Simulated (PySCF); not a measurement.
C2H6, SMILES CC. Atoms are numbered in the order given.

```xyz
8

C      0.0000     0.0000    -0.7634
C      0.0000     0.0000     0.7634
H     -0.8824    -0.5094    -1.1597
H      0.8824    -0.5094    -1.1597
H      0.0000     1.0189    -1.1597
H     -0.8824     0.5094     1.1597
H      0.8824     0.5094     1.1597
H      0.0000    -1.0189     1.1597
```
Charge 0, spin multiplicity 1.

Coordinates come from a ωB97X-D3(BJ)/def2-TZVP optimisation.

Level of theory: PBE0/pcJ-1 (PySCF).

Isotropic couplings with Fermi-contact, spin-dipole and both spin-orbit terms, one fixed conformer, no vibrational averaging. Isotopes: 13C, 1H.

Computed spin–spin coupling constants:
| pair | bonds apart | J (Hz) |
|---|---|---|
| C1–C2 | 1 | 34.8 |
| C1–H3 | 1 | 124.1 |
| C1–H4 | 1 | 124.1 |
| C1–H5 | 1 | 124.1 |
| C2–H6 | 1 | 124.1 |
| C2–H7 | 1 | 124.1 |
| C2–H8 | 1 | 124.1 |
| C1–H6 | 2 | -4.3 |
| C1–H7 | 2 | -4.3 |
| C1–H8 | 2 | -4.3 |
| C2–H3 | 2 | -4.3 |
| C2–H4 | 2 | -4.3 |
| C2–H5 | 2 | -4.3 |
| H3–H4 | 2 | -14.2 |
| H3–H5 | 2 | -14.2 |
| H4–H5 | 2 | -14.2 |
| H6–H7 | 2 | -14.2 |
| H6–H8 | 2 | -14.2 |
| H7–H8 | 2 | -14.2 |
| H3–H6 | 3 | 4.0 |
| H3–H7 | 3 | 16.5 |
| H3–H8 | 3 | 4.0 |
| H4–H6 | 3 | 16.5 |
| H4–H7 | 3 | 4.0 |
| H4–H8 | 3 | 4.0 |
| H5–H6 | 3 | 4.0 |
| H5–H7 | 3 | 4.0 |
| H5–H8 | 3 | 16.5 |
